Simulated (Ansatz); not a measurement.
F₂S (`FSF`). Charge 0, multiplicity 1.

Question: What are the harmonic wavenumbers in cm⁻¹ at PBE0-D4/def2-TZVP (Ansatz, finite differences of forces, unscaled)? (Estimate.)

Answer: Computed: 355, 834, 862.

Question: Is this a minimum?

Answer: Yes, all 3 modes are real.

Question: Give the ideal-gas thermochemistry at 298.15 K and 1 bar (rigid rotor, harmonic oscillator; point group C2v, symmetry number 2).

Answer: Zero-point energy 12.3 kJ/mol; H(298) − E = 23.5 kJ/mol; entropy 257.6 J/(mol·K), of which translation 161.9, rotation 89.5, vibration 6.2; G(298) − E = -53.3 kJ/mol.

Question: And at 400, 500, 600, 800 and 1000 K?

Answer: 
```json
{"T (K)": "400", "H − E (kJ/mol)": "28.2", "S (J/mol/K)": "271.3", "G − E (kJ/mol)": "-80.3"}
{"T (K)": "500", "H − E (kJ/mol)": "33.2", "S (J/mol/K)": "282.4", "G − E (kJ/mol)": "-108.0"}
{"T (K)": "600", "H − E (kJ/mol)": "38.4", "S (J/mol/K)": "291.9", "G − E (kJ/mol)": "-136.7"}
{"T (K)": "800", "H − E (kJ/mol)": "49.3", "S (J/mol/K)": "307.5", "G − E (kJ/mol)": "-196.7"}
{"T (K)": "1000", "H − E (kJ/mol)": "60.4", "S (J/mol/K)": "319.9", "G − E (kJ/mol)": "-259.5"}
```
